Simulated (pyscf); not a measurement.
# Routes from HO–SiH₂–OH (SMILES O[SiH2]O)

Candidate steps break at most two bonds and form at most two. Each was searched with GFN2-xTB (tblite) first. Optimised with ωB97X-D3(BJ)/def2-SVP in PySCF. MP2 and CC: frozen core, UHF for open shells. ΔMP2 is the change of the MP2 total energy from the triple- to the quadruple-zeta basis. Energies: CCSD(T)/def2-TZVPP + ΔMP2(QZVPP), eV, from the reactant's lowest minimum found, singlet surface; ΔG‡ with ideal gas, 1 atm, RRHO with modes under 100 cm⁻¹ raised to 100, one conformer, R ln 2 for chiral ones without a mode under 150 cm⁻¹.

```tsv
products	type	ΔE‡	ΔE	ΔG‡ 298 K	ΔG‡ 900 K	ν‡ (cm⁻¹)
O=SiH₂ + H₂O	elimination	2.36	+3.08	–	–	685i
H₂O + HO–SiH: [singlet]	1,1-elimination	3.69	+3.03	3.56	3.52	1563i
```

A dash marks a saddle under its separated products, whose escape then sets the rate. Row 1: On the product side the descent ends in an adduct with a O–Si contact, 0.95 eV under the separated species and 0.09 eV under the saddle at ωB97X-D3(BJ)/def2-TZVP. Row 2: On the product side the descent ends in an adduct with a O–Si contact, 0.50 eV under the separated species and 1.02 eV under the saddle at ωB97X-D3(BJ)/def2-TZVP. 

Plain bond fissions and candidates not yet searched are not listed, and one of them may be faster. Each barrier is that of the saddle found; lower ones may exist. The CCSD(T) − MP2 part came from Ansatz, without density fitting, on the same reference.
